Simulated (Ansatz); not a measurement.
The inner images of a band of H$_{2}$NOSi (5 atoms, charge -1, multiplicity 1) are given out of order.

The calculation used UKS B3LYP/def2-SVP in Ansatz 0.2.0.

First end point:

```xyz
5
Properties=species:S:1:pos:R:3
N 1.057 -0.719 -0.050
Si -0.111 0.439 -0.043
O -0.037 1.985 -0.257
H 0.631 -1.637 0.130
H -1.541 -0.068 0.221
```

Last end point:

```xyz
5
Properties=species:S:1:pos:R:3
N -0.016 -0.656 0.089
Si 0.844 0.896 -0.234
O -0.243 2.043 -0.237
H 0.440 -1.566 0.146
H -1.026 -0.717 0.236
```

Q: Put them in order from the first end to the last, with their energies above the first end.
A.
```xyz
5
Properties=species:S:1:pos:R:3
N 0.374 -0.676 0.541
Si -0.080 0.653 -0.589
O 0.070 2.138 -0.130
H 0.484 -1.476 -0.101
H -0.847 -0.639 0.280
```
B.
```xyz
5
Properties=species:S:1:pos:R:3
N 0.133 -0.667 0.519
Si 0.177 0.745 -0.707
O 0.018 2.144 -0.012
H 0.537 -1.448 -0.023
H -0.865 -0.774 0.223
```
C.
```xyz
5
Properties=species:S:1:pos:R:3
N 1.041 -0.707 0.121
Si -0.081 0.476 -0.096
O -0.034 2.025 -0.307
H 0.441 -1.538 -0.005
H -1.366 -0.257 0.287
```
D.
```xyz
5
Properties=species:S:1:pos:R:3
N 0.878 -0.680 0.314
Si -0.121 0.521 -0.266
O 0.019 2.081 -0.291
H 0.399 -1.501 -0.085
H -1.175 -0.420 0.328
```
E.
```xyz
5
Properties=species:S:1:pos:R:3
N 0.013 -0.645 0.425
Si 0.542 0.815 -0.595
O -0.142 2.119 -0.038
H 0.541 -1.454 0.077
H -0.954 -0.835 0.132
```
F.
```xyz
5
Properties=species:S:1:pos:R:3
N 0.632 -0.666 0.473
Si -0.149 0.583 -0.455
O 0.070 2.116 -0.222
H 0.431 -1.487 -0.119
H -0.983 -0.546 0.323
```
G.
```xyz
5
Properties=species:S:1:pos:R:3
N -0.024 -0.642 0.313
Si 0.768 0.861 -0.358
O -0.217 2.079 -0.177
H 0.489 -1.502 0.108
H -1.017 -0.796 0.113
```

A: C (+23.4 kJ/mol), D (+119.2 kJ/mol), F (+203.2 kJ/mol), A (+114.8 kJ/mol), B (+17.6 kJ/mol), E (-8.2 kJ/mol), G (-25.7 kJ/mol).

Run time: 5.8 min on 1 thread of Intel(R) Xeon(R) Platinum 8259CL CPU @ 2.50GHz (Skylake/Cascade Lake) (shared host), peak memory 0.15 GiB.
